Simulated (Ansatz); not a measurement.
## Ansatz (development build ahead of 0.2.0) run

```yaml
crystal:
  periodic: [false, false, false]
  atoms:
    - { symbol: H, position_ang: [-0.09531, 0.02756, -0.07243] }
    - { symbol: O, position_ang: [1.12106, 0.03419, 0.03796] }
    - { symbol: O, position_ang: [-1.18992, -0.05311, 0.10954] }
    - { symbol: H, position_ang: [1.63964, 0.69481, 0.50326] }
    - { symbol: H, position_ang: [-1.58843, -0.77467, 0.49596] }
    - { symbol: H, position_ang: [1.70114, -0.26605, -0.63433] }
    - { symbol: H, position_ang: [-1.78996, 0.18554, -0.66311] }
basis:
  gaussian: { orbitals: def2-SVP }
total_charge: 1
hamiltonian:
  xc: hf
correlation:
  method: mp2
  frozen_orbitals: { H: 0, O: 1 }
```

The input is written out in the form of the current development build from the run's settings.

The run gave:

- Converged: yes
- Reference energy: -152.25258 hartree
- Correlation energy: -0.41172 hartree
- Total energy: -152.66431 hartree
- Spin squared of the determinant: 0.000
